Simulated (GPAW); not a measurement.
# CH4N (methyl amino radical): levels of theory compared

We compute a comparison of 3 runs (UOLYP/real-space grid, UPBE/real-space grid, UPBE/dzp) of CH4N (methyl amino radical). The job is set up through an ASE script.

The results are computed with GPAW 26.7.0.

6 further runs of the same task are left out: 1 that didn't finish, 5 set aside as unsound or not needed.

## Step 1: The system as given

CH4N: 6 atoms, total charge 0, spin state doublet. As SMILES, `C[NH]`. The coordinates come from a PBE0-D4/def2-TZVP relaxation.

Bond lengths: C1–N2 1.430 Å, C1–H3 1.101 Å, C1–H4 1.091 Å, C1–H5 1.101 Å, N2–H6 1.025 Å. Angles: C1–N2–H6 106.9°, N2–C1–H3 111.4°, N2–C1–H4 110.8°, N2–C1–H5 111.7°, H3–C1–H4 108.5°, H3–C1–H5 105.6°, H4–C1–H5 108.6°.

## Step 2: The solvation energy at UOLYP/real-space grid (scalar-relativistic datasets, Held-Walter continuum water) (run 1)

CH4N.xyz

```xyz
6

C     -0.068100    -0.273300    -0.237300
N     -0.284200     0.423100     0.992400
H     -0.267300     0.373500    -1.106000
H     -0.712900    -1.151300    -0.303700
H      0.978900    -0.597100    -0.342200
H      0.353600     1.225100     0.996700
```

run.py

```python
import numpy as np
from ase.io import read
from ase.units import Debye, kcal, mol
from gpaw import GPAW, setup_paths
from gpaw.atom.configurations import parameters
from gpaw.atom.generator import Generator
from gpaw.solvation import SolvationGPAW, get_HW14_water_kwargs

# Structure
system = read('CH4N.xyz')
system.set_cell([11.0, 11.0, 11.0])
system.center()
system.set_initial_magnetic_moments([1 / len(system)] * len(system))

# Generate the setups first
for symbol in ['C', 'H', 'N']:
    Generator(symbol, xcname='GGA_X_OPTX+GGA_C_LYP', scalarrel=True, nofiles=True, txt=None).run(**parameters[symbol])
setup_paths.insert(0, '.')

# DFT calculator
calc = GPAW(mode='fd',
            h=0.16,
            xc='GGA_X_OPTX+GGA_C_LYP',
            occupations={'name': 'fermi-dirac', 'width': 0.0, 'fixmagmom': True},
            maxiter=150,
            symmetry='off',
            legacy_gpaw=True,
            txt='-')
system.calc = calc
e_gas = system.get_potential_energy()
mu_gas = np.linalg.norm(system.get_dipole_moment()) / Debye

solvent = get_HW14_water_kwargs()
calc = SolvationGPAW(mode='fd',
                     h=0.16,
                     xc='GGA_X_OPTX+GGA_C_LYP',
                     occupations={'name': 'fermi-dirac', 'width': 0.0, 'fixmagmom': True},
                     maxiter=150,
                     symmetry='off',
                     txt='-',
                     **solvent)
system.calc = calc
e_sol = system.get_potential_energy()
mu_sol = np.linalg.norm(system.get_dipole_moment()) / Debye
dg = (e_sol - e_gas) / (kcal / mol)
print(f'Solvation free energy   {dg:.2f} kcal/mol')
print(f'Dipole {mu_gas:.3f} D in gas, {mu_sol:.3f} D in solution')
```

Started as:

```sh
$ python run.py > run.log
```

Output:

```text
[...]
    cutoffs:
[...]
  Total Charge: 0.000000
[...]
Number of atoms: 6
[...]
Number of bands in calculation: 12
Number of valence electrons: 13
[...]
iter:   1 hh:mm:ss   -31.457889                   +0.9981
[...]
Converged after 24 iterations.
Dipole moment: (0.245442, 0.052560, -0.325927) |e|*Ang
Total magnetic moment: (0.000000, 0.000000, 1.000000)
[...]
Fermi levels: -2.24051, -4.88441
[...]
      Finite-difference x-derivative with O(h^6) error (6 points)
      Finite-difference y-derivative with O(h^6) error (6 points)
      Finite-difference z-derivative with O(h^6) error (6 points)
    Max iterations: 1000
[...]
iter:  26 hh:mm:ss   -29.484545c  -7.87c -5.87c   +1.0000
Converged after 26 iterations.
Dipole moment: (0.348825, 0.080332, -0.455610) |e|*Ang
Total magnetic moment: (0.000000, 0.000000, 1.000000)
Local magnetic moments:
   0 C  ( 0.000000,  0.000000, -0.005247)
   1 N  ( 0.000000,  0.000000,  0.327408)
   2 H  ( 0.000000,  0.000000,  0.029640)
   3 H  ( 0.000000,  0.000000, -0.000301)
   4 H  ( 0.000000,  0.000000,  0.028680)
   5 H  ( 0.000000,  0.000000, -0.007200)
Energy contributions relative to reference atoms: (reference = -2562.603767)
Kinetic:        +30.555615
Potential:      -33.837988
External:        +0.000000
XC:             -26.633726
Entropy (-ST):   +0.000000
Local:           +0.342799
Interactions
 surf:           +0.088756
--------------------------
Free energy:    -29.484545
Extrapolated:   -29.484545
Solvation cavity surface area: 77.28370
[...]
   11      1.45356    0.00000      1.48174    0.00000
Fermi levels: -2.10295, -4.80501
Solvation free energy   -4.36 kcal/mol
Dipole 1.976 D in gas, 2.783 D in solution
```

Run time: 14 min. Hardware: 1 thread of Intel Xeon at 2.50GHz (Skylake/Cascade Lake), shared host; peak memory 1.3 GiB.

## Step 3: Energy and one-electron properties at UPBE/real-space grid (scalar-relativistic datasets) (run 2)

calc.py

```python
import numpy as np
from ase import Atoms
from ase.units import Bohr, Debye
from gpaw import GPAW

positions_bohr = np.array(
              [[ -0.128690,  -0.516462,  -0.448432],
               [ -0.537060,   0.799543,   1.875364],
               [ -0.505124,   0.705813,  -2.090037],
               [ -1.347186,  -2.175642,  -0.573910],
               [  1.849853,  -1.128355,  -0.646664],
               [  0.668207,   2.315103,   1.883490]])
atoms = Atoms('CNHHHH', positions=positions_bohr * Bohr)
atoms.center(vacuum=4.5)
atoms.set_initial_magnetic_moments([0.5, 0.5, 0.0, 0.0, 0.0, 0.0])

calc = GPAW(mode='fd',
            h=0.18,
            xc='PBE',
            occupations={'name': 'fermi-dirac', 'width': 0.0, 'fixmagmom': True},
            maxiter=150,
            symmetry='off',
            txt='-')
atoms.calc = calc

energy = atoms.get_potential_energy()
print(f'Energy                  {energy:.5f} eV')
forces = atoms.get_forces()
print('Forces (eV/Ang)')
for symbol, f in zip(atoms.symbols, forces):
    print(f'{symbol:2} {f[0]:9.4f} {f[1]:9.4f} {f[2]:9.4f}')
dipole = atoms.get_dipole_moment() / Debye
print(f'Dipole: {np.linalg.norm(dipole):.3f} D')
print('Moments:', atoms.get_magnetic_moments().round(3))
```

Started as:

```sh
$ python3 -u calc.py | tee calc.out
```

Output:

```text
[...]
Number of symmetries: 1
[...]
  Number of IBZ points: 1
[...]
Spin-components: 2 (collinear spins)
Bands:           12
[...]
  Valence electrons: 13.0
[...]
  Grid points: [60 64 60]
  Charge: 0.0  # |e|
[...]
    cutoffs:
[...]
occupation numbers:
  Fixed magnetic moment: 1.000
[...]
xc functional:
  name: PBE with 2 nearest neighbor stencil
[...]
|iter     |     time |      energy | eigst |  dens |  magmom |
[...]
|iter:   1| 00:00:12 |  -32.583039 | +1.32 |       |  +0.9993|
[...]
|iter:  16| 00:02:01 |  -30.130701c| -7.97c| -5.72c|  +1.0000|
Converged in 16 steps
[...]
Energy contributions relative to reference atoms: (reference = -2559.310269)
Energy contributions:
  Kinetic:          30.921033
  Coulomb:         -34.115504
  Zero:              0.470672
  External:          0.000000
  Xc:              -27.406903
  Entropy:           0.000000
  Spinorbit:         0.000000
  ----------------------------
  Free energy:     -30.130701
  Extrapolated:    -30.130701
dipole moment: (0.250028, 0.052420, -0.333267)  # |e|*Ang
Total magnetic moment: (0.000000, 0.000000, 1.000000)
Local magnetic moments
|        x |        y |         z |
|----------|----------|-----------|
| 0.000000 | 0.000000 | -0.006695 |  # C    0
| 0.000000 | 0.000000 |  0.320200 |  # N    1
| 0.000000 | 0.000000 |  0.027343 |  # H    2
| 0.000000 | 0.000000 | -0.000306 |  # H    3
| 0.000000 | 0.000000 |  0.026493 |  # H    4
| 0.000000 | 0.000000 | -0.005243 |  # H    5
Fermi levels: -2.154, -5.002
[...]
Gap: 3.328 eV
Transition (v -> c):
[...]
Forces (eV/Ang)
C    -0.1059   -0.0023    0.1560
N    -0.2228   -0.1747    0.1942
H     0.0051    0.1422   -0.2335
H    -0.1351   -0.1969   -0.0228
H     0.2547   -0.0515   -0.0767
H     0.2175    0.2897    0.0141
Dipole: 2.017 D
Moments: [-0.007  0.32   0.027 -0.     0.026 -0.005]
```

Wall time 2.1 min (1 thread of Intel Xeon at 2.50GHz (Skylake/Cascade Lake), shared host); peak memory 0.78 GiB.

## Step 4: Energy and one-electron properties at UPBE/dzp (scalar-relativistic datasets) (run 3)

calc.py

```python
import numpy as np
from ase import Atoms
from ase.units import Bohr, Debye
from gpaw import GPAW

positions_bohr = np.array(
              [[ -0.128690,  -0.516462,  -0.448432],
               [ -0.537060,   0.799543,   1.875364],
               [ -0.505124,   0.705813,  -2.090037],
               [ -1.347186,  -2.175642,  -0.573910],
               [  1.849853,  -1.128355,  -0.646664],
               [  0.668207,   2.315103,   1.883490]])
system = Atoms(['C', 'N', 'H', 'H', 'H', 'H'], positions=positions_bohr * Bohr)
system.center(vacuum=4.5)
system.set_initial_magnetic_moments([0.5, 0.5, 0.0, 0.0, 0.0, 0.0])

calculator = GPAW(mode='lcao',
                  basis='dzp',
                  h=0.18,
                  xc='PBE',
                  occupations={'name': 'fermi-dirac', 'width': 0.0, 'fixmagmom': True},
                  maxiter=150,
                  symmetry='off',
                  txt='-')
system.calc = calculator

energy = system.get_potential_energy()
print(f'Energy: {energy:.5f} eV')
forces = system.get_forces()
print('Forces (eV/Ang)')
for symbol, f in zip(system.symbols, forces):
    print(f'{symbol:2} {f[0]:9.4f} {f[1]:9.4f} {f[2]:9.4f}')
dipole = system.get_dipole_moment() / Debye
print(f'Dipole = {np.linalg.norm(dipole):.3f} D')
print('Moments:', system.get_magnetic_moments().round(3))
```

Started as:

```sh
$ python3 -u calc.py | tee calc.out
```

Output:

```text
[...]
Number of symmetries: 1
[...]
  Number of IBZ points: 1
[...]
basis functions: 46
Spin-components: 2 (collinear spins)
Bands:           12
[...]
  Valence electrons: 13.0
[...]
  Grid points: [60 64 60]
  Charge: 0.0  # |e|
[...]
    cutoffs:
[...]
occupation numbers:
  Fixed magnetic moment: 1.000
[...]
xc functional:
  name: PBE with 2 nearest neighbor stencil
[...]
|iter     |     time |      energy | eigst |  dens |  magmom |
[...]
|iter:   1| 00:00:15 |  -29.859427 |      c|       |  +0.9988|
[...]
|iter:  10| 00:00:49 |  -28.882629c|      c| -4.15c|  +1.0000|
Converged in 10 steps
[...]
Energy contributions relative to reference atoms: (reference = -2559.310269)
Energy contributions:
  Kinetic:          25.693378
  Coulomb:         -27.713302
  Zero:              0.297634
  External:          0.000000
  Xc:              -27.160340
  Entropy:           0.000000
  Spinorbit:         0.000000
  ----------------------------
  Free energy:     -28.882629
  Extrapolated:    -28.882629
dipole moment: (0.228113, 0.055928, -0.293877)  # |e|*Ang
Total magnetic moment: (0.000000, 0.000000, 0.999994)
Local magnetic moments
|        x |        y |         z |
|----------|----------|-----------|
| 0.000000 | 0.000000 | -0.010055 |  # C    0
| 0.000000 | 0.000000 |  0.331066 |  # N    1
| 0.000000 | 0.000000 |  0.026041 |  # H    2
| 0.000000 | 0.000000 | -0.000304 |  # H    3
| 0.000000 | 0.000000 |  0.025203 |  # H    4
| 0.000000 | 0.000000 | -0.005151 |  # H    5
Fermi levels: -0.865, -4.644
[...]
Gap: 5.123 eV
Transition (v -> c):
[...]
Forces (eV/Ang)
C    -0.0346    0.2009    0.3113
N    -0.8032   -0.6133    0.5781
H    -0.0945    0.4043   -0.6339
H    -0.4507   -0.6263   -0.0555
H     0.7150   -0.2219   -0.1492
H     0.6947    0.8232   -0.0551
Dipole = 1.807 D
Moments: [-0.01   0.331  0.026 -0.     0.025 -0.005]
```

Wall time 52 s (1 thread of Intel Xeon at 2.50GHz (Skylake/Cascade Lake), shared host); peak memory 0.82 GiB.

## Step 5: Overview of the runs

| run | level | task | grid spacing | energy (Eh) | dipole moment (D) | HOMO energy (eV) | LUMO energy (eV) | wall time |
| --- | --- | --- | --- | --- | --- | --- | --- | --- |
| 1 | UOLYP/real-space grid (scalar-relativistic datasets, Held-Walter continuum water) | solvation | 0.16 | -95.257489 | 2.78 | -5.95 | -3.66 | 14 min |
| 2 | UPBE/real-space grid (scalar-relativistic datasets) | properties | 0.18 | -95.160200 | 2.02 | -6.19 | -3.82 | 2.1 min |
| 3 | UPBE/dzp (scalar-relativistic datasets) | properties | 0.18 | -95.114335 | 1.81 | -5.86 | -3.43 | 52 s |

## Step 6: Outcome

| quantity | value |
| --- | --- |
| run 3: energy as printed (from the program's reference atoms) | -28.8826 eV |
| run 3: dipole moment | 1.81 D |
| run 3: HOMO energy (highest over α and β) | -5.86 eV |
| run 3: LUMO energy (lowest over α and β) | -3.43 eV |
| run 3: largest force on an atom | 1.164 eV/Å |

The dipole moment (its size) runs from 1.81 D (UPBE/dzp) to 2.78 D (UOLYP/real-space grid). The two ends differ in method and basis and solvent. Totals of different functionals can't be ranked against each other. All runs together took 17 min, the longest 14 min.
